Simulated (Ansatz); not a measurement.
# AlH3O2: the cost of one run

All numbers below are computed with Ansatz 0.2.0 (RKS r2SCAN-D4/6-31G).

## Step 1: The system as given

Bond lengths: Al1–H2 1.560 Å, Al1–O3 1.780 Å, O3–H4 1.010 Å, Al1–O5 1.780 Å, O5–H6 1.010 Å. Angles: H2–Al1–O3 120.0°, H2–Al1–O5 120.0°, O3–Al1–O5 120.0°, Al1–O3–H4 109.5°, Al1–O5–H6 109.5°.

As a file:

```xyz
6

Al    0.0000    0.0000    0.0000
H     0.0000    0.0000    1.5600
O     1.5415    0.0000   -0.8900
H     1.8414   -0.9519   -1.0449
O    -1.5415    0.0000   -0.8900
H    -2.0512   -0.8467   -0.6815
```

## Step 2: Preparing the start

input.yaml

```yaml
crystal:
  periodic: [false, false, false]
  atoms:
    - { symbol: Al, position_ang: [0.0, 0.0, 0.0] }
    - { symbol: H, position_ang: [0.0, 0.0, 1.56] }
    - { symbol: O, position_ang: [1.5415, 0.0, -0.89] }
    - { symbol: H, position_ang: [1.8414, -0.9519, -1.0449] }
    - { symbol: O, position_ang: [-1.5415, 0.0, -0.89] }
    - { symbol: H, position_ang: [-2.0512, -0.8467, -0.6815] }
basis:
  gaussian: { orbitals: "6-31G" }
hamiltonian:
  xc: r2scan
  dispersion: d4
relax:
  f_tol: 0.02
  max_steps: 40
output:
  orbitals: {}
```

On the command line:

```bash
ansatz run input.yaml --threads 1 --pin off --max-ram 2048MiB --backend cpu --events-out ev --progress --plain --runs-dir out
```

What time and memory should one allow on 1 thread of Arm Neoverse V1, shared host?

About 29 s, with a peak of 0.12 GiB.
